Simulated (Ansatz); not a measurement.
# CH (doublet): wB97M-V, B2PLYP, RPA-PBE over a series of basis sets

The task here is to estimate one member of a computed series from the others.

Computed with Ansatz 0.2.0, Gaussian basis. Level: all electrons in the functionals, frozen cores in the correlation of double hybrids and RPA.

The runs, in order: wB97M-V, B2PLYP, RPA-PBE, at STO-3G; 6-31G; 6-31G*; cc-pVDZ; cc-pVTZ; cc-pVQZ.

11 further runs of the same task are left out: 1 that didn't finish, 10 set aside as unsound or not needed.

### The system

The geometry is an MP2(full)/6-31G* stationary point (not a proven minimum).

2 atoms, charge 0, spin multiplicity 2.

Atoms are counted from 1 here; the program's logs count them from 0.

Bond lengths: C1–H2 1.121 Å.

No dispersion term is added; wB97M-V holds VV10 nonlocal correlation.

The first run:

in.yaml

```yaml
crystal:
  periodic: [false, false, false]
  atoms:
    - {symbol: C, position_ang: [0.000000, 0.000000, 0.000000]}
    - {symbol: H, position_ang: [0.000000, 0.000000, 1.120520]}
basis:
  gaussian: {orbitals: STO-3G}
magnetization: {spin_polarized: true, initial_magnetization: 1}
hamiltonian: {xc: {name: wB97M-V}}
output: {orbitals: {seedname: orbitals}}
```

Started as:

```console
$ ansatz run in.yaml --threads 1 --pin off --events-out ev --progress --plain --max-ram 2816MiB --backend cpu
```

Among the steps run: wB97M-V, STO-3G; wB97M-V, 6-31G; wB97M-V, 6-31G*; wB97M-V, cc-pVDZ; wB97M-V, cc-pVTZ; wB97M-V, cc-pVQZ; B2PLYP, STO-3G; B2PLYP, 6-31G; B2PLYP, 6-31G*; B2PLYP, cc-pVDZ; B2PLYP, cc-pVTZ; B2PLYP, cc-pVQZ; RPA-PBE, STO-3G; RPA-PBE, 6-31G; RPA-PBE, 6-31G*; RPA-PBE, cc-pVDZ; RPA-PBE, cc-pVTZ; RPA-PBE, cc-pVQZ.

One of the session's tables, all rows but one given; the rest of the session is left out.

It belongs to the step «Against the wave-function levels». Atomisation energies, with free atoms from separate runs at the same level and basis (kcal/mol); wave-function rows come from earlier runs:

| level | 6-31G | cc-pVDZ | cc-pVTZ | cc-pVQZ |
| --- | --- | --- | --- | --- |
| wB97M-V | 78.0 | 82.4 | 83.9 | 84.2 |
| B2PLYP | 72.5 | 78.7 | 82.4 | 83.2 |
| RPA-PBE | 60.2 | 72.9 | 78.1 | 79.2 |
| ROHF | 47.1 | 54.6 | 56.7 | 57.1 |
| UHF | 49.1 | 56.5 | 58.6 | 58.9 |
| RCCSD(T) | 64.6 | 75.4 | 81.5 | 83.1 |
| UCCSD(T) | ? | ? | ? | ? |
| FCI | 64.7 | 75.5 | 81.6 |  |

Estimate the missing values for UCCSD(T).

**Answer.** 6-31G: 64.6; cc-pVDZ: 75.2; cc-pVTZ: 81.2; cc-pVQZ: 82.8.

Caveats from the session: Core correlation, relativity and spin-orbit terms are not in the calculated values. Restricted and unrestricted rows rest on different reference determinants; where their highest levels disagree by more than a few hundredths of an eV, they describe different states and don't form one ladder.
